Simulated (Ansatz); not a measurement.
GaS (P6₃/mmc, No. 194)

Method: PBE-D4 (PAW; Ansatz, a program for electronic structure).

Run with plane-wave cutoff 500 eV, 12×12×4 k mesh (along the axes of the cell as run), gaussian smearing 0.02 eV, scalar-relativistic PAW data made under PBE.

Cell (relaxed at this level):

```
GaS
1.0
    3.58217     0.00000     0.00000
   -1.79109     3.10225     0.00000
    0.00000     0.00000    15.28118
Ga S
4 4
Cartesian
  0.00000   2.06817   5.04087
  1.79109   1.03408  10.24032
  1.79109   1.03408  12.68146
  0.00000   2.06817   2.59973
  0.00000   2.06817  13.76866
  1.79109   1.03408   1.51253
  1.79109   1.03408   6.12806
  0.00000   2.06817   9.15312
```

```
Item                           Result
--------  ---------------------------
band gap  1.48 eV (on the SCF k mesh)
```

Measured, for comparison: band gap 2.5 eV (temperature not stated, no zero-point or thermal correction, compiled measured gap; kind and temperature not stated; as tabulated in Kothakonda et al. (2022), arXiv:2208.02841).

Spin–orbit coupling is not included.

Static lattice: no zero-point or thermal effects.

It cost around 5 core-minutes (rough) of CPU time.
